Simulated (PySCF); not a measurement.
B3LYP has the VWN-RPA correlation part, as in Gaussian. 

Z-matrix (Å, degrees):
```
Si
H 1 1.4803
H 1 1.4803 2 109.47
H 1 1.4803 2 109.47 3 -120.00
H 1 1.4803 2 109.47 4 -120.00
```
Charge 0, spin multiplicity 1.

Task: What is the computed LUMO, total energy and dipole moment (B3LYP-D3(BJ)/def2-TZVP (PySCF 2.14.0))?

Result: 
```
Item                  Value
-------------  ------------
LUMO                0.85 eV
total energy   -291.9196 Ha
dipole moment        0.00 D
```
